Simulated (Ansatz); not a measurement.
Energy needed to pull apart SOF₂ (SMILES O=S(F)F), singlet, into free ground-state atoms, from the structure below (displaced at random from a GFN2-xTB minimum); no zero-point or spin–orbit terms; open-shell atoms are treated unrestricted, in their ground-state multiplicity.

O1  (0.878, 0.020, -0.930)
S2  (-0.155, -0.507, -0.171)
F3  (-1.322, 0.911, 0.025)
F4  (0.508, -0.470, 1.313)
(Å)

Program: Ansatz 0.2.0. Basis: def2-TZVPP. Cores are frozen in the correlated methods.

```tsv
method	atomization energy (kcal/mol)
PBE-D4	322.8
BLYP-D4	308.6
r2SCAN-D4	299.3
PBE0-D4	?
r2SCAN0-D4	270.8
wB97M-V	293.2
HF	121.4
MP2	299.3
CCSD	?
CCSD(T)	271.4
```

What does CCSD give? (Judge from chemistry; the value comes from the calculation.)

The calculation gives: 255.7 kcal/mol, which is about 15.7 kcal/mol less than CCSD(T)/def2-TZVPP.

What does PBE0-D4 give? (To be estimated.)

The calculation gives: 287.9 kcal/mol, which is about 16.5 kcal/mol more than CCSD(T)/def2-TZVPP.

In triple zeta the MP2 and coupled-cluster atomization energies are still short of their basis limit by a few kcal/mol a bond, whereas those of the functionals are nearly converged, so these differences are not deviations from converged CCSD(T).

No T1 diagnostic of these runs exceeds 0.019.

For scale, one of the runs: CCSD(T)/def2-TZVPP forces, 135 basis functions (an equivalent command: `ansatz run in.yaml --threads 4`). Time: 58 s of wall clock on 4 CPU threads; the host was shared. Peak host memory: 1.3 GiB.
